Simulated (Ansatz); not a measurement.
Relaxation of C3H4O (8 atoms, charge 0, multiplicity 1), to a largest force component of 0.02 eV/Å in at most 50 steps.

Method: RKS PBE-D4/STO-3G in Ansatz 0.2.0.

```xyz
8
Properties=species:S:1:pos:R:3:forces:R:3
O -0.319 1.169 -0.962 -1.49 4.44 -3.88
C -0.572 0.191 -0.090 -1.68 -0.44 -0.16
C 0.157 0.088 0.988 3.02 3.31 5.66
C 0.296 -0.989 0.069 -2.63 -4.93 0.04
H -1.240 1.608 -1.136 0.20 -0.04 -0.65
H 0.913 0.851 1.284 -0.52 -0.56 0.93
H 1.124 -1.093 -0.548 2.74 -0.65 -1.64
H -0.268 -1.883 0.338 0.36 -1.14 -0.31
```

Task: Where does it end, and by what steps?

Result: The forces met the threshold. Limits of this set-up: minimal basis. After 13 steps the energy has fallen by 2.601 eV; H5 moved furthest, 0.79 Å.

```csv
step,energy less start (eV),largest force component (eV/Å),accepted
0,0.0000,5.659,yes
1,-1.3856,1.479,yes
2,-1.8513,2.209,yes
3,-2.1879,1.117,yes
4,-2.4062,1.392,yes
5,-2.4555,0.486,yes
6,-2.5522,0.709,yes
7,-2.5920,0.234,yes
8,-2.5911,0.274,no
9,-2.5962,0.120,yes
10,-2.6007,0.174,yes
11,-2.6012,0.079,yes
12,-2.6013,0.020,yes
13,-2.6013,0.018,yes
```

```xyz
8
Properties=species:S:1:pos:R:3
O -0.863 1.527 -0.820
C -0.181 0.547 -0.102
C 0.552 0.251 0.962
C 0.238 -0.912 0.007
H -1.236 0.992 -1.626
H 1.059 0.536 1.888
H 1.030 -1.314 -0.661
H -0.507 -1.684 0.295
```

Whether the end is a true minimum wasn't checked by a vibrational analysis.

Run time: 17 s on 1 thread of Arm Neoverse V1 (shared host), peak memory 0.1 GiB.
